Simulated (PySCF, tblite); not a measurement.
Problem. Write Cartesian coordinates for `CPC(C)=O` as optimised with GFN2-xTB.

Solution. 
```
atom  x, y, z in Å
C1    -1.6402    0.1945   -0.2449
P2    -0.3410    1.4262    0.2448
C3     0.9963    0.2461    0.7688
C4     1.4282   -0.7501   -0.2707
O5     1.5068    0.3531    1.8537
H6    -1.7257   -0.6125    0.4800
H7    -1.4059   -0.2118   -1.2269
H8    -2.5891    0.7225   -0.3120
H9    -0.7913    1.6275    1.5498
H10    2.4038   -1.1605   -0.0198
H11    0.7044   -1.5637   -0.3060
H12    1.4549   -0.2718   -1.2488
```

Any rigid rotation of these coordinates is as good. Atoms count from 1 in this order. Of the pairs four or more bonds apart, C1···H11 is among the closest relative to their van der Waals radii: 2.93 Å, 101 % of the sum of Bondi's values. P2 (phosphine phosphorus) is pyramidal (angles 99.0°, 96.7° and 93.5°, sum 289.2°, 0.85 Å off the plane of its three neighbours).

Bonds between heavy atoms (Å): C1–P2 1.856, P2–C3 1.859, C3–C4 1.503, C3=O5 1.204.

The geometry is computed with GFN2-xTB (gas phase).

Point group: C1 (no symmetry element, even within 0.4 Å). Its GFN2-xTB frequencies are all real (lowest 60 cm⁻¹). The numbers are those of one conformer (C1–P2–C3–C4 57°).
